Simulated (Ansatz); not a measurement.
Geometry optimisation, RKS r2SCANh/def2-SVP in Ansatz 0.2.0.

input.yaml

```yaml
crystal:
  periodic: [false, false, false]
  atoms:
    - { symbol: B, position_ang: [-0.892474, 0.0, 0.163224] }
    - { symbol: H, position_ang: [1.190736, 0.0, 1.329912] }
    - { symbol: Cl, position_ang: [2.162738, 0.0, 0.418779] }
    - { symbol: F, position_ang: [-1.0373, 0.0, -1.089915] }
basis:
  gaussian: { orbitals: def2-SVP }
hamiltonian:
  xc: r2scanh
relax:
  f_tol: 0.03
  max_steps: 50
output:
  orbitals: {}
```

Command:

```bash
$ ansatz run input.yaml --threads 1 --pin off --max-ram 2048MiB --backend cpu --events-out ev --progress --plain --runs-dir out
```

Problem. Where does it end, and by what steps?

Solution. The run converged. The force dipped under the threshold on the way, but the program's further checks kept it going. After 22 steps the energy has fallen by 0.103 eV; Cl3 moved furthest, 0.89 Å.

| step | energy less start (eV) | largest force component (eV/Å) | accepted |
| --- | --- | --- | --- |
| 0 | 0.0000 | 0.820 | yes |
| 1 | 0.0039 | 1.194 | no |
| 2 | -0.0180 | 0.800 | yes |
| 3 | -0.0349 | 0.526 | yes |
| 4 | -0.0558 | 0.553 | yes |
| 5 | -0.0568 | 0.521 | yes |
| 6 | -0.0634 | 0.147 | yes |
| 7 | -0.0635 | 0.142 | yes |
| 8 | -0.0691 | 0.396 | yes |
| 9 | -0.0709 | 0.618 | yes |
| 10 | -0.0701 | 0.897 | no |
| 11 | -0.0817 | 0.141 | yes |
| 12 | -0.0882 | 0.150 | yes |
| 13 | -0.0851 | 0.634 | no |
| 14 | -0.0931 | 0.056 | yes |
| 15 | -0.0945 | 0.390 | yes |
| 16 | -0.0937 | 0.555 | no |
| 17 | -0.1002 | 0.062 | yes |
| 18 | -0.1025 | 0.012 | yes |
| 19 | -0.0984 | 0.534 | no |
| 20 | -0.1030 | 0.068 | yes |
| 21 | -0.1031 | 0.124 | yes |
| 22 | -0.1033 | 0.002 | yes |

```xyz
4
Properties=species:S:1:pos:R:3
B -0.654 0.001 -0.271
H 1.344 0.000 0.675
Cl 2.524 0.000 1.230
F -1.790 -0.001 -0.812
```

Time of the run: 44 s on 1 thread of Arm Neoverse V1, on a shared host, peak memory 0.13 GiB.
